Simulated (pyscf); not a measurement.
Concerted two-bond exchange: H₂N–GeH: [singlet] + hydrogen (H₂) → H₂N–GeH: [singlet] + hydrogen (H₂)

Gas phase, singlet surface, charge 0. Bonds broken: H2–H7, N4–H6. Bonds formed: H2–H6, N4–H7. Single points on ωB97X-D3(BJ)/def2-SVP structures (PySCF, gas phase).

Transition state (Å):

```xyz
7

Ge     0.7407     0.8788    -0.4620
H     -1.6047    -2.2526     0.0024
H      0.7399     1.3495     1.0560
N     -0.9244    -0.1349    -0.1890
H     -1.7884     0.4121    -0.0960
H     -1.0078    -0.8583     0.6108
H     -1.2061    -0.9903    -0.7984
```

One imaginary mode, 1281i cm⁻¹; descent along it reached the two sides named.

```csv
bond,change,reactant side (Å),saddle,product side
H2–H7,breaks,0.761,1.547,3.5
N4–H6,breaks,1.015,1.082,2.7
H2–H6,forms,3.4,1.634,0.761
N4–H7,forms,2.7,1.087,1.015
```

Electronic energies relative to the separated reactants (eV):

```tsv
level	barrier	reaction energy	reverse barrier
ωB97X-D3(BJ)/def2-TZVP	3.45	0.00	3.45
PBE/def2-TZVP	2.85	0.00	2.85
r²SCAN/def2-TZVP	3.10	0.00	3.10
B3LYP-D3(BJ)/def2-TZVP	3.12	0.00	3.12
PBE0-D3(BJ)/def2-TZVP	3.11	0.00	3.11
M06-2X/def2-TZVP	3.45	0.00	3.45
ωB97M-D3(BJ)/def2-TZVP	3.34	0.00	3.34
HF/def2-TZVP	3.79	0.00	3.79
```

With ωB97M-D3(BJ)/def2-TZVP energies and thermal terms (ideal gas, 1 atm, RRHO with modes under 100 cm⁻¹ raised to 100, one conformer, R ln 2 for chiral ones without a mode under 150 cm⁻¹), in eV:

```json
[
 {"T (K)": "298", "ΔH‡": "3.31", "ΔG‡": "3.63", "ΔH": "0.00", "ΔG": "0.00"},
 {"T (K)": "600", "ΔH‡": "3.28", "ΔG‡": "3.97", "ΔH": "0.00", "ΔG": "0.00"},
 {"T (K)": "900", "ΔH‡": "3.28", "ΔG‡": "4.31", "ΔH": "0.00", "ΔG": "0.00"},
 {"T (K)": "1200", "ΔH‡": "3.29", "ΔG‡": "4.65", "ΔH": "0.00", "ΔG": "0.00"}
]
```

The same reactants have a lower exit, to GeH₂ [singlet] + NH₃ (barrier +1.15 eV at ωB97M-D3(BJ)/def2-TZVP, against +3.34 eV here). One saddle was located; it need not be the lowest between these sides. Elements up to Kr have no core potential and no relativistic terms here.
